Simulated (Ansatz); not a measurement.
Candidates: α-phase Ga, hcp Be, double-hcp La, body-centred tetragonal In, hcp Zr, hcp Y. Level: r²SCAN+rVV10 (PAW; Ansatz, a quantum-chemistry and plane-wave program).

Ansatz's runs of these crystals have no spin polarisation. A magnetic state wasn't tried for hcp Y with meta-GGA or hybrid levels, which favour moments.

Spin–orbit coupling is left out, also for the solids with elements from indium on (double-hcp La, body-centred tetragonal In); its size isn't shown.

Ansatz's density-functional and Hartree–Fock values are scalar-relativistic unless marked +SOC, with PAW data made under PBE.

Question: Order them by their volume per atom at this level, smallest first.

Answer: hcp Be (7.90 Å³/atom), α-phase Ga (18.94 Å³/atom), hcp Zr (23.28 Å³/atom), body-centred tetragonal In (25.67 Å³/atom), hcp Y (33.11 Å³/atom), double-hcp La (36.15 Å³/atom)
